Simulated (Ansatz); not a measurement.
Coupled-cluster run, C$_{4}$H$_{4}$FN, SMILES `Fc1ccc[nH]1`.

```yaml
crystal:
  periodic: [false, false, false]
  atoms:
    - {symbol: F, position_ang: [1.907568, 0.395675, -1.476477]}
    - {symbol: C, position_ang: [0.899051, 0.102177, -0.669795]}
    - {symbol: C, position_ang: [0.543946, -1.074861, -0.084891]}
    - {symbol: C, position_ang: [-0.625236, -0.782281, 0.673222]}
    - {symbol: C, position_ang: [-0.918448, 0.543021, 0.512309]}
    - {symbol: N, position_ang: [0.032064, 1.081129, -0.320971]}
    - {symbol: H, position_ang: [1.054228, -2.017875, -0.187294]}
    - {symbol: H, position_ang: [-1.186500, -1.481415, 1.272420]}
    - {symbol: H, position_ang: [-1.713383, 1.148796, 0.913614]}
    - {symbol: H, position_ang: [0.090013, 2.034632, -0.629236]}
basis:
  gaussian: {orbitals: def2-TZVPP}
correlation: {method: ccsd_t}
output: {orbitals: {seedname: orbitals}}
```

```sh
$ ansatz run in.yaml --threads 4 --pin off --events-out ev --progress --plain
```

The program prints (abridged):

```
Functional definition: HF
1496 factors; integrals over basis functions are off by at most 1.0e-3 eV
mean field evaluation 1: about -8370.8306 eV, gradient 4.0e1 eV
mean field evaluation 2: about -8371.1918 eV, gradient 4.0e1 eV
mean field evaluation 4: about -8375.1143 eV, gradient 4.3e0 eV
mean field evaluation 8: about -8375.1806 eV, gradient 2.7e-1 eV
mean field -8375.18109049 eV, -307.7822281739 hartree, gradient 5.6e-6 eV, S^2 0.000000; 0 other end points of the search recorded, 0 dependent functions left out
6 core orbitals not correlated: weight in the atoms' cores, before any rotation towards them, 1.000 or more for the frozen orbitals, at most 0.000 for the correlated occupied ones
reference -8375.18109049 eV, -307.7822281739 hartree; 16, 16 occupied and 220, 220 virtual orbitals, 1496 factors
second order -29.40270826 eV of doubles, -0.00000000 eV of singles
cycle   1  -28.96188337 eV  change    4.4e-1 eV  update   1.2e-1
cycle   2  -29.65222533 eV  change   -6.9e-1 eV  update   3.4e-2
cycle   3  -29.79762298 eV  change   -1.5e-1 eV  update   1.5e-2
cycle   4  -29.78499729 eV  change    1.3e-2 eV  update   3.8e-3
cycle   5  -29.78393625 eV  change    1.1e-3 eV  update   1.7e-3
cycle   6  -29.78507341 eV  change   -1.1e-3 eV  update   5.8e-4
cycle   7  -29.78473877 eV  change    3.3e-4 eV  update   2.5e-4
cycle   8  -29.78456729 eV  change    1.7e-4 eV  update   1.1e-4
cycle   9  -29.78461132 eV  change   -4.4e-5 eV  update   4.0e-5
cycle  10  -29.78462491 eV  change   -1.4e-5 eV  update   1.0e-5
perturbative correction -1.37426926 eV, -0.0505034639 hartree
Total energy: -8406.33998467 eV, -308.9272964146 hartree
```

Hardware: 4 threads of a server CPU on a shared host. Wall time 76 s, peak host memory 5.2 GiB.

The correlation energy is -31.159 eV, 4.4 % of it from (T); the T1 diagnostic reads 0.0113.
